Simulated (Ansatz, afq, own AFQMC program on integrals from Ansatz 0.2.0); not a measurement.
**CH3+ (singlet): quantum Monte Carlo beside coupled cluster at distance C1–H4 = 1.490 Å, cc-pVDZ**

An exercise on one series of results from a longer session: the logs are not shown, and one member is left open.

Program: Ansatz 0.2.0, Gaussian basis, and an in-house AFQMC program (afq) on its integrals; all values are calculated. Level of theory: cc-pVDZ, frozen cores. These are calculated values, not measurements.

The runs, in order: Full CI; PBE (unrestricted); r2SCAN (unrestricted); PBE0 (unrestricted); B3LYP (unrestricted); wB97M-V (unrestricted); B2PLYP (unrestricted); CCSD(T) on RHF; Full CI; CCSDT(Q) on RHF; CCSDTQ on RHF; Phaseless AFQMC, CISD trial on RHF; Free-projection AFQMC, CISD trial on RHF; UHF.

1 further run of the same task is left out (it didn't finish).

## What is computed

The geometry derives from a PBE0/def2-TZVP stationary point (not a proven minimum). One bond is set to the value named and the two fragments are kept rigid.

4 atoms, charge 1, spin multiplicity 1.

Atoms are counted from 1 here; the program's logs count them from 0.

Bond lengths: C1–H2 1.093 Å, C1–H3 1.093 Å. Angles: H2–C1–H3 120.0°.

The first run:

in.yaml reads:

```yaml
crystal:
  periodic: [false, false, false]
  atoms:
    - {symbol: C, position_ang: [0.013006, 0.023203, -0.000074]}
    - {symbol: H, position_ang: [1.106158, 0.037100, -0.000307]}
    - {symbol: H, position_ang: [-0.545607, 0.962947, -0.002876]}
    - {symbol: H, position_ang: [-0.715529, -1.276535, 0.004064]}
basis:
  gaussian: {orbitals: cc-pVDZ}
total_charge: 1
correlation: {method: fci, electrons: outside_noble_gas}
```

The run is started by

```
$ ansatz run in.yaml --threads 1 --pin off --events-out ev --progress --plain --max-ram 16896MiB --backend cuda --devices 0, --max-vram 18GiB
```

Steps of the session up to this table: Full CI; PBE (unrestricted); r2SCAN (unrestricted); PBE0 (unrestricted); B3LYP (unrestricted); wB97M-V (unrestricted); B2PLYP (unrestricted); CCSD(T) on RHF; CCSDT(Q) on RHF; CCSDTQ on RHF; Phaseless AFQMC, CISD trial on RHF; Free-projection AFQMC, CISD trial on RHF (settings varied); UHF.

One of the session's tables, all rows but one given; the rest of the session is left out.

On the RHF determinant, counted from full CI (exact for this spin and basis):

```
                                                   level  from full CI (kJ/mol)
                                                      HF                 +371.2
                                                     MP2                  +76.9
                                                    CCSD                      ?
                                                 CCSD(T)                   +1.5
                                                CCSDT(Q)                   +0.1
                                                  CCSDTQ                    0.0
                                                 full CI                    0.0
   Phaseless AFQMC, CISD trial, step 0.005, 4000 walkers                   +0.5
Free-projection AFQMC, CISD trial, step 0.01, 50 walkers                   -0.2
```

Q: Estimate the row for CCSD from the others.

**Answer.** from full CI (kJ/mol): +7.8. In the column «from full CI (kJ/mol)» it lies between CCSD(T) (+1.5) and MP2 (+76.9).

The functionals' totals stand on their own zeros and serve differences with other points: PBE -1071.068 eV; r2SCAN -1071.950 eV; PBE0 -1071.327 eV; B3LYP -1072.950 eV; wB97M-V -1072.016 eV; B2PLYP -1071.576 eV.

Limits of these values: On the RHF determinant, counted from full CI (exact for this spin and basis): On RHF the phaseless walk with the CISD trial lies +0.5 kJ/mol from full CI, 3 times its error bar: mostly the bias of the constraint. Error bars are statistical and leave out the constraint, the time step and what remains of the start.
